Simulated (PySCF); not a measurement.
**Stationary points of SF₃**

These are results of PBE0 in PySCF with S def2-TZVP, F def2-TZVP; no relativity; density-fitted integrals, not measurements.

Relaxations began from a few typed shapes; open shells are unrestricted. The search is not exhaustive: other isomers or separated fragments can lie lower, and high-lying points may rest on an excited occupation.

(1) Order these stationary points by electronic energy, lowest first, in kJ/mol from the lowest minimum.
A. doublet C3v: S–F 1.663 Å (×3); F–S–F 116.4° (×3)
B. doublet Cs: S–F 1.560 Å, S–F 1.649 Å (×2); F–S–F 83.1°, F–S–F 97.1° (×2)
C. doublet C2v: S–F 1.567 Å, S–F 1.659 Å (×2); F–S–F 87.5° (×2), F–S–F 174.9°
D. doublet D3h: S–F 1.686 Å (×3); F–S–F 120.0° (×3)
E. doublet Cs: S–F 1.568 Å, S–F 1.657 Å (×2); F–S–F 87.9° (×2), F–S–F 163.5°

(2) Which of them are minima?

Answers

(1) E (0.0), C (1.0), B (74.2), A (92.4), D (132.7).

(2) By energy in kJ/mol, 0.0: minimum; 1.0: saddle point, 1 imaginary mode; 74.2: saddle point, 1 imaginary mode; 92.4: saddle point, 2 imaginary modes; 132.7: saddle point, 3 imaginary modes.
